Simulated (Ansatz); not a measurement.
Rock-salt ZrC was calculated with LDA (Ansatz, a first-principles code, PAW).

Run with plane-wave cutoff 520 eV, 20×20×20 k mesh, Fermi–Dirac smearing 0.05 eV, scalar-relativistic PAW data made under PBE.

Energies at three volumes about the minimum:

| V (Å³/atom) | E − E_lowest (meV/atom) |
|---|---|
| 12.250 | 4.00 |
| 12.500 | 0.00 |
| 12.750 | 3.72 |

Question: Fit a parabola by hand: where is the minimum, what lattice constant follows, and what is the bulk modulus?

Answer: Slopes: (0.00 − 4.00)/(12.500 − 12.250) = -16.000 and (3.72 − 0.00)/(12.750 − 12.500) = 14.880 meV/Å³. Curvature E″ = 2 × (14.880 − (-16.000))/(12.750 − 12.250) = 123.520 meV/Å⁶. From the middle of the first interval, the slope vanishes at V0 = 12.3750 − (-16.000)/123.520 = 12.505 Å³/atom. B = V0 E″ = 12.505 × 123.520 meV/Å³ × 0.1602 GPa per meV/Å³ = 247 GPa. With 8 atoms in the cube, a = (8 × 12.505)^(1/3) = 4.642 Å. The full Birch–Murnaghan fit to all volumes gives V0 = 12.501 Å³/atom and B0 = 247 GPa.

Measured, for comparison: bulk modulus 223 GPa (temperature not stated, no zero-point or thermal correction, from single-crystal elastic constants, sources range from 208 to 223; as tabulated in arXiv:1102.4063); lattice constant a 4.696 Å (temperature not stated, no zero-point or thermal correction; as tabulated in Zhang et al. (2018), doi:10.1088/1367-2630/aac7f0). Computed less measured: bulk modulus +11 % (+11 % to +19 % over the range).
